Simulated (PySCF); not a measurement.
Molecule: `InChI=1S/C4H6O/c1-3-4-5-2/h4H,1H2,2H3`.

Molfile (atoms numbered from 1):
```
C4H6O
     RDKit          3D

 11 10  0  0  0  0  0  0  0  0999 V2000
    2.6088    0.2376   -0.6225 C   0  0  0  0  0  0  0  0  0  0  0  0
    1.3312    0.2723   -0.3460 C   0  0  0  0  0  0  0  0  0  0  0  0
    0.0483    0.3642   -0.0735 C   0  0  0  0  0  0  0  0  0  0  0  0
   -0.6145   -0.4962    0.7358 O   0  0  0  0  0  0  0  0  0  0  0  0
   -2.0078   -0.4959    0.5887 C   0  0  0  0  0  0  0  0  0  0  0  0
    2.9950   -0.2862   -1.5057 H   0  0  0  0  0  0  0  0  0  0  0  0
    3.3492    0.7271    0.0227 H   0  0  0  0  0  0  0  0  0  0  0  0
   -0.5414    1.1947   -0.4892 H   0  0  0  0  0  0  0  0  0  0  0  0
   -2.4165   -1.1576    1.3634 H   0  0  0  0  0  0  0  0  0  0  0  0
   -2.3185   -0.8753   -0.4016 H   0  0  0  0  0  0  0  0  0  0  0  0
   -2.4339    0.5153    0.7279 H   0  0  0  0  0  0  0  0  0  0  0  0
  1  2  2  0
  2  3  2  0
  3  4  1  0
  4  5  1  0
  1  6  1  0
  1  7  1  0
  3  8  1  0
  5  9  1  0
  5 10  1  0
  5 11  1  0
M  END
```

Spin–spin couplings on one PBE0-D3(BJ)/def2-SVP geometry, PySCF 2.14, gas phase, non-relativistic, equivalent pairs averaged (without the spin–dipole term); isotopes 13C, 1H, 17O; basis pcJ-1.

Q: How do the couplings (Hz) change with the functional? Times are CPU seconds on shared hosts with different chips, so compare them loosely; the GGAs took longer than the global hybrids here, which isn't the general rule, and the cause wasn't traced.

A: 
| functional | functions | 1J(C3,H8) | 1J(C1,H6) | 1J(C5,H9) | 1J(C2,C3) | 1J(C1,C2) | 1J(C3,O4) | 1J(O4,C5) | core-s |
| --- | --- | --- | --- | --- | --- | --- | --- | --- | --- |
| LDA | 195 | 143.2 | 137.1 | 111.4 | 111.3 | 92.8 | 28.6 | 27.2 | 15 |
| PBE | 195 | 169.6 | 162.9 | 134.3 | 125.2 | 106.5 | 28.3 | 27.1 | 22 |
| KT2 | 195 | 184.2 | 176.7 | 142.0 | 111.5 | 93.4 | 32.6 | 30.1 | 25 |
| B3LYP | 195 | 186.9 | 179.1 | 147.5 | 135.7 | 117.2 | 23.1 | 22.4 | 17 |
| PBE0 | 195 | 177.7 | 170.4 | 139.2 | 132.3 | 113.9 | 22.5 | 21.9 | 20 |
| B97-2 | 195 | 169.8 | 162.8 | 133.7 | 130.3 | 112.8 | 21.8 | 20.7 | 18 |
| BHandHLYP | 195 | 204.7 | 196.9 | 159.0 | 152.5 | 134.3 | 15.5 | 15.5 | 21 |
| CAM-B3LYP | 195 | 185.1 | 177.1 | 145.0 | 134.2 | 115.7 | 20.7 | 20.2 | 27 | Left out for a near triplet instability: HF/pcJ-1.
